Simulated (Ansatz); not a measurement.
NH⁻, doublet in aug-cc-pVDZ: errors against UCCSDT(Q)

Geometry: that of the NH, triplet, kept fixed.

```xyz
2

N     0.0000    0.0000    0.0000
H     0.0000    0.0000    1.0397
```

Basis aug-cc-pVDZ; Ansatz 0.2.0. Correlated methods freeze the noble-gas cores, which leaves 7 electrons in 31 orbitals. Prefix R: restricted or restricted open-shell reference; prefix U: unrestricted. Active spaces: valence = (7e, 5o) chosen from the atoms' valence shells. This anion state lies near or above the neutral species, so the extra electron is weakly bound or unbound and the energies hang on the diffuse functions.

Full CI isn't at hand for all of this; UCCSDT(Q) serves as the reference, and is uncertain by about the last step of the cluster series. The frozen core follows each run's orbitals, which can shift R against U totals by a few meV.

HF rows are the lowest solutions found. Coupled cluster chose its determinant by trial CCSD, here up to 0.44 eV above the lowest Hartree–Fock solution of its kind, and MP2 stands on that determinant too. For open shells CISD is restricted-active-space CI with the open shells as a complete middle space.

* UHF ⟨S²⟩: 1.766
* ⟨S²⟩ of the determinant under UCCSD: 0.795
* T1 diagnostic (RCCSD): 0.0281
* largest doubles amplitude (RCCSD): 0.072
* T1 diagnostic (UCCSD): 0.0281

```tsv
level	E − E(RHF) (eV)
RMP2	-4.7338
UMP2	-4.7071
RCCSD	-5.1250
UCCSD	-5.1286
RCCSD(T)	-5.3034
UCCSD(T)	-5.3015
```

Task: Estimate how far UCCSDT(Q) in aug-cc-pVDZ lies from RCCSD(T). The table doesn't fix it; the size of (T) and the diagnostics are the guide.

Result: UCCSDT(Q) in aug-cc-pVDZ lies 0.84 kcal/mol below RCCSD(T), which is 20 % of the (T) step (-4.11 kcal/mol). The diagnostics are small and one determinant leads, so the series closes fast and only a small part of (T) is left.

The other levels:

```csv
level,E − E(UCCSDT(Q)) (kcal/mol),share of correlation (%),wall time
UHF†,109.92,–,0.18 s
CISD,10.40,91.56,0.78 s
BCCD(T),0.89,99.28,1.2 s
RCCSDT,0.38,99.69,–
UCCSDT,0.37,99.70,–
RCCSDT(Q),0.07,99.94,5.5 s
CASSCF (valence space),109.43,11.13,–
NEVPT2 (valence space),23.12,81.23,0.3 s
MRCISD (valence space),8.61,93.00,–
MRCISD+Q (valence space),1.15,99.07,0.54 s
```

A dagger marks rows that describe another state than the reference (another or a broken symmetry, a higher spin or other natural occupations), so the difference isn't the method's error.

The correlation energy at UCCSDT(Q), counted from RHF, is -5.340 eV. That run took 7.5 s on 1 thread of Arm Neoverse V2, shared host.

Times hold each run's SCF and search for its determinant on a shared host, so for small cases they say little of a method's own cost; they ran on 1 thread of Arm Neoverse V2.

Natural occupations of CASSCF (valence space) about the gap: 2.000 1.998 1.975 1.000 0.027; effectively unpaired electrons, Σ n²(2−n)², 1.01.
